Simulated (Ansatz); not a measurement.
Litharge SnO, treated with r²SCAN-D4 (plane waves, PAW; Ansatz, a quantum-chemistry and plane-wave program).

Rigid layers of the crystal as relaxed at this level are moved apart or together:

| run | k mesh | layer repeat (Å) | energy against free layers (meV/Å²) | gap on the mesh (eV) |
|---|---|---|---|---|
| 1 | 10×10×8 | 4.54 | -23.57 | 0.000 |
| 2 | 10×10×8 | 4.69 | -25.58 | 0.000 |
| 3 | 10×10×8 | 4.84 | -25.98 | 0.181 |
| 4 | 10×10×8 | 5.04 | -24.99 | 0.521 |
| 5 | 10×10×6 | 5.34 | -21.95 | 1.046 |
| 6 | 10×10×6 | 5.84 | -16.26 | 1.853 |
| 7 | 10×10×6 | 6.84 | -7.75 | 2.787 |
| 8 | 10×10×4 | 8.84 | -1.44 | 3.353 |

The lowest energy of these points lies at a layer repeat of 4.84 Å.

Spin–orbit coupling is not included.
